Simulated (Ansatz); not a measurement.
Compare A (`CC(Cl)CF`) with its isomer B (`CCC(F)Cl`).

Program: Ansatz. Geometries: PBE0-D4/def2-TZVP. ΔE: electronic, gas phase. CBS: MP2 limit from def2 TZ/QZ plus the TZ coupled-cluster correction, frozen cores. DFT in def2-TZVPP. B3LYP here is the variant with VWN-RPA as its local correlation; programs differ in this. One conformer a species, not always the lowest.

(1) Which isomer does CCSD(T)/CBS put lower? Give the gap. (An estimate is asked.)

(2) Give E(B) − E(A) in kJ/mol with PBE-D4, r2SCAN-D4, CCSD/def2-TZVPP, CCSD(T)/def2-TZVPP, B3LYP, CCSD(T)/def2-SVP, PBE0-D4. (Estimate.)

(3) Does the order hold for the free energy at 298.15 K (harmonic terms from PBE0-D4)? (Estimate.)

Largest T1 diagnostic: 0.010.

Results:

(1) Ansatz gave: B, by 3.8 kJ/mol.

(2) The calculation gave: PBE-D4 -9.0, r2SCAN-D4 -9.1, CCSD/def2-TZVPP -3.9, CCSD(T)/def2-TZVPP -4.4, B3LYP -7.0, CCSD(T)/def2-SVP -5.0, PBE0-D4 -7.4. None reverses the order clearly.

(3) Ansatz gave: Yes: G(B) − G(A) = -4.7 kJ/mol, for one conformer each.

From BLYP to BHLYP (50 % exact exchange), in def2-TZVPP and without D4, E(B) − E(A) moves by +3.4 kJ/mol. Leaving LDA and LC-ωPBE aside and taking each functional with its dispersion term where it has one, the values, not all of them listed here, spread over 5.2 kJ/mol, from r2SCAN-D4 to BHLYP-D4.
